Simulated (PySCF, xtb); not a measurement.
CF4, SMILES C(F)(F)(F)F.

GFN2-xTB in xtb at its own geometry gives an orbital gap of 18.02 eV and a dipole moment of 0.00 D.

Geometry: B3LYP-D3(BJ)/def2-SVP.

Question: What does CAM-B3LYP/def2-TZVPD (PySCF) give? (An estimate is asked for; the answer gives what the named calculation found.)

Answer: gap 15.10 eV (levels -14.30 and 0.80 eV), dipole 0.00 D.
